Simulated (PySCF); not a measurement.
NMR data simulated for an unnamed compound:

1H NMR (400 MHz, computed): δ 5.77 (m, 2H), 1.79 (m, 6H).

13C{1H} NMR (computed): δ 133.8 (CH), 22.1 (CH3).

[PySCF: J couplings at B3LYP/pcJ-1 (without the spin–dipole term); coordinates at the GFN2-xTB level; GIAO PBE0/pcSseg-1 shieldings; equivalent nuclei averaged; non-relativistic Hamiltonian; one computed conformer; isolated molecule]

Scale: TMS for 1H (σ = 31.72 ppm), 13C (σ = 186.93 ppm) (reference shieldings calculated alike).

Task: Which of these does the molecule contain: a non-aromatic C=C double bond, a Si–H bond, a ketone, a tert-butyl group?

Result: 
- A non-aromatic C=C double bond: yes.
- A Si–H bond: no.
- A ketone: no.
- A tert-butyl group: no.

The data belong to trans-2-butene, C4H8; they needn't prove each group on their own.

Carbon signals by region: 1 in the sp2 and nitrile region (100–160 ppm), 1 below 50 ppm.

Multiplet labels drop couplings under 1 Hz and merge nearly equal ones. Couplings among chemically equivalent protons are left out too, so labels in AA′BB′ or AA′XX′ sets are apparent multiplicities. Unscaled 3J(H,H) at this level run about 10 % above measured values. Shifts are as computed. Against solution values, carbons near 30 ppm lie about +3 ppm off and those near 130 ppm about +5 ppm. Of 1211 compounds with measured shifts, 218 miss one by over three times the rms of a fit or turn the order of signals round; such compounds aren't used in these exercises.
